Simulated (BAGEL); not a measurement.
# H2O2 (hydrogen peroxide): RI-MP2/def2-TZVPP (density fitting with qzvpp-jkfit)

Aim: the energy change on altering one bond length of H2O2 (hydrogen peroxide) at RI-MP2/def2-TZVPP (density fitting with qzvpp-jkfit), from 2 runs. 

The calculation is run with BAGEL 1.2.2.

2 further runs of the same task are left out: 2 set aside as unsound or not needed.

## Step 1: The system as given

H2O2 has 4 atoms, charge 0, and is taken as a singlet. As SMILES, `OO`. The coordinates come from a PBE0-D4/def2-TZVP relaxation.

Bond lengths: O1–O2 1.426 Å, O1–H3 0.965 Å, O2–H4 0.965 Å. Angles: O1–O2–H4 101.1°, O2–O1–H3 101.1°.

## Step 2: A single-point energy at RI-MP2/def2-TZVPP (density fitting with qzvpp-jkfit)

Input file job.json:

```json
{ "bagel": [

{
  "title": "molecule",
  "basis": "tzvpp",
  "df_basis": "qzvpp-jkfit",
  "angstrom": true,
  "geometry": [
    { "atom": "O", "xyz": [      -0.486800,      -0.581100,       0.030600 ] },
    { "atom": "O", "xyz": [       0.048300,       0.728400,       0.206900 ] },
    { "atom": "H", "xyz": [       0.186400,      -1.117000,       0.467400 ] },
    { "atom": "H", "xyz": [       0.252100,       0.969800,      -0.704900 ] }
  ]
},

{ "title": "hf" },

{ "title": "mp2", "ncore": 2 }

]}
```

Started as:

```console
$ BAGEL_NUM_THREADS=1 BAGEL job.json > job.out
```

Output:

```text
* using 1 threads per process

  ===============================================================
  ===============================================================

  *** Geometry ***

  { "atom" : "O", "xyz" : [     -0.919919,     -1.098120,      0.057826 ] },
  { "atom" : "O", "xyz" : [      0.091274,      1.376477,      0.390984 ] },
  { "atom" : "H", "xyz" : [      0.352245,     -2.110824,      0.883258 ] },
  { "atom" : "H", "xyz" : [      0.476400,      1.832656,     -1.332068 ] },

  Number of auxiliary basis functions:      190

  Since a DF basis is specified, we compute 2- and 3-index integrals:
    o Being stored without compression. Storage requirement is 0.012 GB

  Number of basis functions:       90
  Number of electrons      :       18

    * METHOD: MOLECULE                             0.05

  *** RHF ***

  === Nuclear Repulsion ===
    37.2831187737

      * DIIS with orbital gradients will be used.

  === RHF iteration (tzvpp) ===
      0       -150.72237969          0.02207789           0.01
      1       -150.81617652          0.01122103           0.01
      2       -150.84507475          0.00137411           0.01
      3       -150.84565904          0.00032534           0.01
      4       -150.84570323          0.00007344           0.01
      5       -150.84570717          0.00001719           0.01
      6       -150.84570742          0.00000567           0.01
      7       -150.84570746          0.00000225           0.01
      8       -150.84570747          0.00000096           0.01
      9       -150.84570747          0.00000030           0.01
     10       -150.84570747          0.00000008           0.01
     11       -150.84570747          0.00000003           0.01
     12       -150.84570747          0.00000001           0.01
     13       -150.84570747          0.00000000           0.01
    * SCF iteration converged.

    * Permanent dipole moment:
           (   -0.631288,     0.211969,     0.341904) a.u.

    * METHOD: HF                                   0.20

  *** RHF ***

  === Nuclear Repulsion ===
    37.2831187737

      * DIIS with orbital gradients will be used.

  === RHF iteration (tzvpp) ===
      0       -150.84570747          0.00000000           0.01
    * SCF iteration converged.

    * Permanent dipole moment:
           (   -0.631288,     0.211968,     0.341904) a.u.

  === DF-MP2 calculation ===

    * freezing 2 orbitals
    * 3-index integral transformation done
    * assembly done

      MP2 correlation energy:   -0.4926699624      0.01

      MP2 total energy:       -151.3383774298

    * METHOD: MP2                                  0.04

  ===============================================================
```

Wall time 0.44 s (1 thread of Arm Neoverse V2, shared host).

## Step 3: The distorted shape

Input file job.json:

```json
{ "bagel": [

{
  "title": "molecule",
  "basis": "tzvpp",
  "df_basis": "qzvpp-jkfit",
  "angstrom": "true",
  "geometry": [
    { "atom": "O", "xyz": [   -1.025388,   -0.152357,   -0.318858 ] },
    { "atom": "O", "xyz": [   -0.490288,    1.157143,   -0.142558 ] },
    { "atom": "H", "xyz": [    0.186400,   -1.117000,    0.467400 ] },
    { "atom": "H", "xyz": [   -0.286488,    1.398543,   -1.054358 ] }
  ]
},
{ "title": "hf" },
{ "title": "mp2", "ncore": 2 }

]}
```

Started as:

```console
$ BAGEL_NUM_THREADS=1 BAGEL job.json > job.out
```

Output:

```text
* using 1 threads per process

  ===============================================================
  ===============================================================

  *** Geometry ***

  { "atom" : "O", "xyz" : [     -1.937702,     -0.287913,     -0.602554 ] },
  { "atom" : "O", "xyz" : [     -0.926510,      2.186683,     -0.269396 ] },
  { "atom" : "H", "xyz" : [      0.352245,     -2.110824,      0.883258 ] },
  { "atom" : "H", "xyz" : [     -0.541384,      2.642863,     -1.992448 ] },

  Number of auxiliary basis functions:      190

  Since a DF basis is specified, we compute 2- and 3-index integrals:
    o Being stored without compression. Storage requirement is 0.012 GB

  Number of basis functions:       90
  Number of electrons      :       18

    * METHOD: MOLECULE                             0.05

  *** RHF ***

  === Nuclear Repulsion ===
    34.7526964789

      * DIIS with orbital gradients will be used.

  === RHF iteration (tzvpp) ===
      0       -150.45217281          0.02426903           0.01
      1       -150.53586107          0.02161522           0.01
      2       -150.66655384          0.00301743           0.01
      3       -150.66992170          0.00180411           0.01
      4       -150.67135783          0.00053031           0.01
      5       -150.67161128          0.00017541           0.01
      6       -150.67164638          0.00006095           0.01
      7       -150.67165048          0.00002278           0.01
      8       -150.67165090          0.00001248           0.01
      9       -150.67165104          0.00000612           0.01
     10       -150.67165111          0.00000358           0.01
     11       -150.67165113          0.00000246           0.01
     12       -150.67165115          0.00000105           0.01
     13       -150.67165115          0.00000045           0.01
     14       -150.67165115          0.00000019           0.01
     15       -150.67165115          0.00000009           0.01
     16       -150.67165115          0.00000003           0.01
     17       -150.67165115          0.00000001           0.01
     18       -150.67165115          0.00000001           0.01
    * SCF iteration converged.

    * Permanent dipole moment:
           (   -0.741873,     0.221897,     0.273828) a.u.

    * METHOD: HF                                   0.24

  *** RHF ***

  === Nuclear Repulsion ===
    34.7526964789

      * DIIS with orbital gradients will be used.

  === RHF iteration (tzvpp) ===
      0       -150.67165115          0.00000000           0.01
    * SCF iteration converged.

    * Permanent dipole moment:
           (   -0.741873,     0.221897,     0.273828) a.u.

  === DF-MP2 calculation ===

    * freezing 2 orbitals
    * 3-index integral transformation done
    * assembly done

      MP2 correlation energy:   -0.5342186499      0.01

      MP2 total energy:       -151.2058698036

    * METHOD: MP2                                  0.03

  ===============================================================
```

Wall time 0.48 s (1 thread of Arm Neoverse V2, shared host).

## Step 4: What came out

Level: RI-MP2/def2-TZVPP (density fitting with qzvpp-jkfit), 2 core orbitals frozen.

| quantity | value |
| --- | --- |
| first shape: total energy | -151.33838 Eh |
| first shape: correlation energy (2 core orbitals frozen) | -492.7 mEh |
| distorted shape: total energy | -151.20587 Eh |
| distorted shape: correlation energy (2 core orbitals frozen) | -534.2 mEh |
| energy change with the O1–H3 bond stretched from 0.965 to 1.737 Å | 3.606 eV |

In words: One bond (distorted shape) is far stretched, which a spin-restricted single reference describes badly; perturbation theory on it can break down and give far too much correlation. With the O1–H3 bond stretched from 0.965 to 1.737 Å the energy rises by 3.61 eV (83 kcal/mol). The first shape isn't relaxed at this level, so the change isn't measured from a minimum. A restricted reference can't describe the breaking bond well at this length.
